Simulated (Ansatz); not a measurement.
# The silicon atom (triplet): density functionals in aug-cc-pVDZ, part 2 of 2

Ansatz 0.2.0, Gaussian basis; aug-cc-pVDZ, all electrons in the functionals, frozen cores in the correlation of double hybrids and RPA. The steps go on from the part before.

### Step 11. r2SCAN0 (unrestricted)

in.yaml

```yaml
crystal:
  periodic: [false, false, false]
  atoms:
    - {symbol: Si, position_ang: [0.000000, 0.000000, 0.000000]}
basis:
  gaussian: {orbitals: aug-cc-pVDZ}
magnetization: {spin_polarized: true, initial_magnetization: 2}
hamiltonian: {xc: {name: r2SCAN0}}
```

Started as:

```console
$ ansatz run in.yaml --threads 1 --pin off --events-out ev --progress --plain --max-ram 2393MiB
```

What it wrote, shortened:

```text
Functional definition: r2SCAN0
  name "r2SCAN0"
  cite "Bursch, Neugebauer, Ehlert & Grimme, J. Chem. Phys. 156, 134105 (2022) doi:10.1063/5.0086040"
  cite "Furness, Kaplan, Ning, Perdew & Sun, J. Phys. Chem. Lett. 11, 8208 (2020) doi:10.1021/acs.jpclett.0c02405"
  cite "Furness, Kaplan, Ning, Perdew & Sun, J. Phys. Chem. Lett. 11, 9248 (2020) doi:10.1021/acs.jpclett.0c03077"
  parent r2scan
[...]
145 factors; integrals over basis functions are off by at most 1.3e-4 eV
[...]
mean field -7873.31220691 eV, -289.3388868813 hartree, gradient 1.2e-5 eV, S^2 2.009076; 0 other end points of the search recorded, 0 dependent functions left out
reference -7873.31222533 eV, -289.3388875583 hartree; 8, 6 occupied and 19, 21 virtual orbitals, 145 factors
Total energy: -7873.31222533 eV, -289.3388875583 hartree
```

Run time: 0.93 s. Hardware: 1 thread of Arm Neoverse V1, shared host.

From the report: ⟨S²⟩ of the determinant 2.009 (pure triplet: 2.00).

### Step 12. BHLYP (unrestricted)

in.yaml: that of step 11 with these lines changed.

```diff
@@ -7,2 +7,2 @@
 magnetization: {spin_polarized: true, initial_magnetization: 2}
-hamiltonian: {xc: {name: r2SCAN0}}
+hamiltonian: {xc: {name: BHLYP}}
```

The command is unchanged.

What it wrote:

```text
Functional definition: BHLYP
  name "BHLYP"
  cite "Becke, J. Chem. Phys. 98, 1372 (1993) doi:10.1063/1.464304"
  cite "Becke, Phys. Rev. A 38, 3098 (1988) doi:10.1103/PhysRevA.38.3098"
  cite "Lee, Yang & Parr, Phys. Rev. B 37, 785 (1988) doi:10.1103/PhysRevB.37.785"
  parameter a = 0.5
  exchange = (1 - a)*b88_x + a*exact_x
  correlation = lyp_c
145 factors; integrals over basis functions are off by at most 1.3e-4 eV
mean field evaluation 1: about -7874.2521 eV, gradient 2.4e0 eV
mean field evaluation 2: about -7874.3237 eV, gradient 5.9e-1 eV
mean field evaluation 4: about -7874.3290 eV, gradient 1.1e-1 eV
mean field evaluation 8: about -7874.3291 eV, gradient 1.1e-4 eV
mean field -7874.32914888 eV, -289.3762588095 hartree, gradient 1.2e-5 eV, S^2 2.005406; 0 other end points of the search recorded, 0 dependent functions left out
reference -7874.32927126 eV, -289.3762633068 hartree; 8, 6 occupied and 19, 21 virtual orbitals, 145 factors
Total energy: -7874.32927126 eV, -289.3762633068 hartree
```

It took 0.36 s on 1 thread of Arm Neoverse V1, shared host.

From the report: ⟨S²⟩ of the determinant 2.005 (pure triplet: 2.00).

### Step 13. CAM-B3LYP (unrestricted)

in.yaml: that of step 12 with these lines changed.

```diff
@@ -7,2 +7,2 @@
 magnetization: {spin_polarized: true, initial_magnetization: 2}
-hamiltonian: {xc: {name: BHLYP}}
+hamiltonian: {xc: {name: CAM-B3LYP}}
```

Same command.

What it wrote, shortened:

```text
Functional definition: CAM-B3LYP
  name "CAM-B3LYP"
  cite "Yanai, Tew & Handy, Chem. Phys. Lett. 393, 51 (2004) doi:10.1016/j.cplett.2004.06.011"
  cite "Iikura, Tsuneda, Yanai & Hirao, J. Chem. Phys. 115, 3540 (2001) doi:10.1063/1.1383587"
  cite "Becke, Phys. Rev. A 38, 3098 (1988) doi:10.1103/PhysRevA.38.3098"
  cite "Lee, Yang & Parr, Phys. Rev. B 37, 785 (1988) doi:10.1103/PhysRevB.37.785"
  cite "Vosko, Wilk & Nusair, Can. J. Phys. 58, 1200 (1980) doi:10.1139/p80-159"
[...]
  # Exact exchange under (alpha + beta erf(omega r))/r, Becke's under what is left of 1/r.
[...]
145 factors; integrals over basis functions are off by at most 1.3e-4 eV
77 factors; integrals over basis functions are off by at most 7.8e-4 eV
[...]
mean field -7874.28045927 eV, -289.3744694990 hartree, gradient 9.9e-6 eV, S^2 2.004223; 0 other end points of the search recorded, 0 dependent functions left out
reference -7874.28054680 eV, -289.3744727159 hartree; 8, 6 occupied and 19, 21 virtual orbitals, 145 factors
Total energy: -7874.28054680 eV, -289.3744727159 hartree
```

Run time: 0.42 s. Hardware: 1 thread of Arm Neoverse V1, shared host.

From the report: ⟨S²⟩ of the determinant 2.004 (pure triplet: 2.00).

### Step 14. wB97X-V (unrestricted)

in.yaml: that of step 13 with these lines changed.

```diff
@@ -7,2 +7,2 @@
 magnetization: {spin_polarized: true, initial_magnetization: 2}
-hamiltonian: {xc: {name: CAM-B3LYP}}
+hamiltonian: {xc: {name: wB97X-V}}
```

Same command.

What it wrote, shortened:

```text
Functional definition: wB97X-V
  name "wB97X-V"
  cite "Mardirossian & Head-Gordon, Phys. Chem. Chem. Phys. 16, 9904 (2014) doi:10.1039/C3CP54374A"
  cite "Becke, J. Chem. Phys. 107, 8554 (1997) doi:10.1063/1.475007"
  cite "Vydrov & Van Voorhis, J. Chem. Phys. 133, 244103 (2010) doi:10.1063/1.3521275"
[...]
      + integral(e_c_pw_opposite_spin*poly(b97_u_opposite, cos0, cos1)) + vv10(b, c)
145 factors; integrals over basis functions are off by at most 1.3e-4 eV
64 factors; integrals over basis functions are off by at most 1.3e-4 eV
[...]
mean field -7872.69508893 eV, -289.3162082139 hartree, gradient 3.4e-5 eV, S^2 2.003963; 0 other end points of the search recorded, 0 dependent functions left out
reference -7872.69509211 eV, -289.3162083306 hartree; 8, 6 occupied and 19, 21 virtual orbitals, 145 factors
Total energy: -7872.69509211 eV, -289.3162083306 hartree
```

Run time: 1.1 s. Hardware: 1 thread of Arm Neoverse V1, shared host.

From the report: ⟨S²⟩ of the determinant 2.004 (pure triplet: 2.00).

### Step 15. wB97M-V (unrestricted)

in.yaml: that of step 14 with these lines changed.

```diff
@@ -7,2 +7,3 @@
 magnetization: {spin_polarized: true, initial_magnetization: 2}
-hamiltonian: {xc: {name: wB97X-V}}
+hamiltonian: {xc: {name: wB97M-V}}
+output: {orbitals: {seedname: orbitals}}
```

Launched as before.

What it wrote, shortened:

```text
Functional definition: wB97M-V
  name "wB97M-V"
  cite "Mardirossian & Head-Gordon, J. Chem. Phys. 144, 214110 (2016) doi:10.1063/1.4952647"
  cite "Becke, J. Chem. Phys. 107, 8554 (1997) doi:10.1063/1.475007"
  cite "Vydrov & Van Voorhis, J. Chem. Phys. 133, 244103 (2010) doi:10.1063/1.3521275"
  # Of w^i u^j: cxij and so on, Table III.
[...]
  gx(w, u) = 1 - cx + cx01*u + cx10*w
  gss(w, u) = css00 + css04*u^4 + css10*w + css20*w^2 + css43*w^4*u^3
  gos(w, u) = cos00 + cos10*w + (cos20 + cos21*u)*w^2 + (cos60 + cos61*u)*w^6
[...]
      + integral(e_c_pw_mod_opposite_spin*gos(b97_w_opposite, b97_u_opposite)) + vv10(b, c)
145 factors; integrals over basis functions are off by at most 1.3e-4 eV
64 factors; integrals over basis functions are off by at most 1.3e-4 eV
[...]
mean field -7873.67340877 eV, -289.3521608047 hartree, gradient 2.6e-5 eV, S^2 2.001364; 0 other end points of the search recorded, 0 dependent functions left out
reference -7873.67345418 eV, -289.3521624737 hartree; 8, 6 occupied and 19, 21 virtual orbitals, 145 factors
Total energy: -7873.67345418 eV, -289.3521624737 hartree
```

It took 1.2 s on 1 thread of Arm Neoverse V1, shared host.

From the report: ⟨S²⟩ of the determinant 2.001 (pure triplet: 2.00).

### Step 16. HSE06 (unrestricted)

in.yaml: that of step 15 with these lines changed.

```diff
@@ -7,3 +7,2 @@
 magnetization: {spin_polarized: true, initial_magnetization: 2}
-hamiltonian: {xc: {name: wB97M-V}}
-output: {orbitals: {seedname: orbitals}}
+hamiltonian: {xc: {name: HSE06}}
```

Launched as before.

What it wrote, shortened:

```text
Functional definition: HSE06
  name "HSE06"
  cite "Heyd, Scuseria & Ernzerhof, J. Chem. Phys. 118, 8207 (2003) doi:10.1063/1.1564060"
  cite "Krukau, Vydrov, Izmaylov & Scuseria, J. Chem. Phys. 125, 224106 (2006) doi:10.1063/1.2404663"
  cite "Heyd & Scuseria, J. Chem. Phys. 120, 7274 (2004) doi:10.1063/1.1668634"
  cite "Ernzerhof & Perdew, J. Chem. Phys. 109, 3313 (1998) doi:10.1063/1.476928"
  cite "Perdew, Burke & Ernzerhof, Phys. Rev. Lett. 77, 3865 (1996) doi:10.1103/PhysRevLett.77.3865"
  parent pbe
[...]
  # The whole range is PBE's own exchange, as in plane waves. The composition of these papers is wPBEh.
[...]
145 factors; integrals over basis functions are off by at most 1.3e-4 eV
26 factors; integrals over basis functions are off by at most 8.3e-5 eV
[...]
mean field -7870.66870925 eV, -289.2417401342 hartree, gradient 3.8e-6 eV, S^2 2.005060; 1 other end points of the search recorded, 0 dependent functions left out
reference -7870.66876413 eV, -289.2417421509 hartree; 8, 6 occupied and 19, 21 virtual orbitals, 145 factors
Total energy: -7870.66876413 eV, -289.2417421509 hartree
```

It took 0.78 s on 1 thread of Arm Neoverse V1, shared host.

From the report: ⟨S²⟩ of the determinant 2.005 (pure triplet: 2.00).

### Step 17. B2PLYP (unrestricted)

in.yaml: that of step 16 with these lines changed.

```diff
@@ -7,2 +7,3 @@
 magnetization: {spin_polarized: true, initial_magnetization: 2}
-hamiltonian: {xc: {name: HSE06}}
+hamiltonian: {xc: {name: B2PLYP}}
+correlation: {electrons: outside_noble_gas}
```

The command is unchanged.

What it wrote, shortened:

```text
Functional definition: B2PLYP
  name "B2PLYP"
  cite "Grimme, J. Chem. Phys. 124, 034108 (2006) doi:10.1063/1.2148954"
  cite "Becke, Phys. Rev. A 38, 3098 (1988) doi:10.1103/PhysRevA.38.3098"
  cite "Lee, Yang & Parr, Phys. Rev. B 37, 785 (1988) doi:10.1103/PhysRevB.37.785"
[...]
145 factors; integrals over basis functions are off by at most 1.3e-4 eV
[...]
mean field -7870.43808003 eV, -289.2332646665 hartree, gradient 1.1e-6 eV, S^2 2.006596; 0 other end points of the search recorded, 0 dependent functions left out
5 core orbitals not correlated: weight in the atoms' cores, before any rotation towards them, 1.000 or more for the frozen orbitals, at most 0.000 for the correlated occupied ones
reference -7870.43819477 eV, -289.2332688833 hartree; 3, 1 occupied and 19, 21 virtual orbitals, 145 factors
second order -1.64794662 eV of doubles, -0.00000000 eV of singles
Total energy: -7870.88314036 eV, -289.2496203320 hartree
```

It took 0.39 s on 1 thread of Arm Neoverse V1, shared host.

From the report: ⟨S²⟩ of the determinant 2.007 (pure triplet: 2.00).

### Step 18. PBE-QIDH (unrestricted)

in.yaml: that of step 17 with these lines changed.

```diff
@@ -7,3 +7,3 @@
 magnetization: {spin_polarized: true, initial_magnetization: 2}
-hamiltonian: {xc: {name: B2PLYP}}
+hamiltonian: {xc: {name: PBE-QIDH}}
 correlation: {electrons: outside_noble_gas}
```

The command is unchanged.

What it wrote, shortened:

```text
Functional definition: PBE-QIDH
  name "PBE-QIDH"
  cite "Brémond, Sancho-García, Pérez-Jiménez & Adamo, J. Chem. Phys. 141, 031101 (2014) doi:10.1063/1.4890314"
  cite "Perdew, Burke & Ernzerhof, Phys. Rev. Lett. 77, 3865 (1996) doi:10.1103/PhysRevLett.77.3865"
[...]
145 factors; integrals over basis functions are off by at most 1.3e-4 eV
[...]
mean field -7867.83616691 eV, -289.1376461229 hartree, gradient 4.2e-7 eV, S^2 2.009040; 0 other end points of the search recorded, 0 dependent functions left out
5 core orbitals not correlated: weight in the atoms' cores, before any rotation towards them, 1.000 or more for the frozen orbitals, at most 0.000 for the correlated occupied ones
reference -7867.83618270 eV, -289.1376467034 hartree; 3, 1 occupied and 19, 21 virtual orbitals, 145 factors
second order -1.49257505 eV of doubles, -0.00000000 eV of singles
Total energy: -7868.33370772 eV, -289.1559304106 hartree
```

Wall time 0.39 s (1 thread of Arm Neoverse V1, shared host).

From the report: ⟨S²⟩ of the determinant 2.009 (pure triplet: 2.00).

### Step 19. Side by side

| functional | energy (eV) | ⟨S²⟩ | time |
| --- | --- | --- | --- |
| SPW92 | -7842.2539 | 2.001 | 0.33 s |
| PBE | -7870.0857 | 2.004 | 0.66 s |
| BLYP | -7874.2645 | 2.003 | 0.48 s |
| revPBE | -7872.6130 | 2.004 | 0.6 s |
| r2SCAN | -7873.3295 | 2.009 | 1.4 s |
| B97M-V | -7872.0090 | 2.004 | 2.2 s |
| PBE0 | -7870.8448 | 2.005 | 0.33 s |
| B3LYP | -7874.6987 | 2.004 | 0.6 s |
| r2SCANh | -7873.3220 | 2.009 | 1.4 s |
| r2SCAN0 | -7873.3122 | 2.009 | 0.93 s |
| BHLYP | -7874.3293 | 2.005 | 0.36 s |
| CAM-B3LYP | -7874.2805 | 2.004 | 0.42 s |
| wB97X-V | -7872.6951 | 2.004 | 1.1 s |
| wB97M-V | -7873.6735 | 2.001 | 1.2 s |
| HSE06 | -7870.6688 | 2.005 | 0.78 s |
| B2PLYP | -7870.8831 | 2.007 | 0.39 s |
| PBE-QIDH | -7868.3337 | 2.009 | 0.39 s |

Orbital levels of the runs that wrote orbitals: PBE HOMO -4.61, LUMO -4.38 eV; PBE0 HOMO -5.63, LUMO -3.43 eV; wB97M-V HOMO -7.30, LUMO -1.43 eV.

### Step 20. Results

This closing draws on all 2 parts.

```
                quantity                       value
spread of total energies                     32.4 eV
       quickest, slowest  SPW92 0.33 s, B97M-V 2.2 s
```

**Reading.** Total energies of different functionals can't be ranked; only differences within one functional count. These atomic energies are the zero for atomisation energies at the same level.
